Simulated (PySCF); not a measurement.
**aminomethyl: adiabatic energies of losing or gaining an electron at several levels**

Structure: `[CH2]N` (CH4N•). The parent is a doublet.

All levels share the PBE0-D3(BJ)/ma-def2-SVP structures and the PBE0-D3(BJ)/ma-def2-SVP thermal terms; only the single-point energies (PySCF) change. Values are adiabatic energies of losing or gaining an electron (0 K, eV).

| level | ionisation energy to the singlet cation | abs. error | time |
| --- | --- | --- | --- |
| PBE0-D3(BJ)/def2-SVP | 6.24 | 0.02 | 7.4 s |
| PBE0-D3(BJ)/def2-SV(P) | 6.25 | 0.01 | 6.3 s |
| PBE0-D3(BJ)/ma-def2-TZVP | 6.38 | 0.12 | – |
| PBE0-D3(BJ)/jun-cc-pV(T+d)Z | 6.39 | 0.13 | 28 s |
| PBE0-D3(BJ)/aug-cc-pVTZ | 6.40 | 0.13 | 48 s |
| PBE0-D3(BJ)/def2-SVPD | 6.40 | 0.13 | 11 s |
| PBE0-D3(BJ)/aug-cc-pVDZ | 6.40 | 0.13 | 14 s |
| PBE0-D3(BJ)/aug-pcseg-1 | 6.40 | 0.14 | 14 s |
| PBE0-D3(BJ)/ma-def2-SVP | 6.44 | 0.17 | 8.6 s |
| ATcT 1.112 | 6.26 |  |  |

Times are wall times for all single points of a level on 1 thread of Arm Neoverse V1, a shared host; the dash marks the run that also made the structures.

The spread: 0.20 eV, from 6.24 to 6.44.

A small basis comes closest here by cancellation of errors.
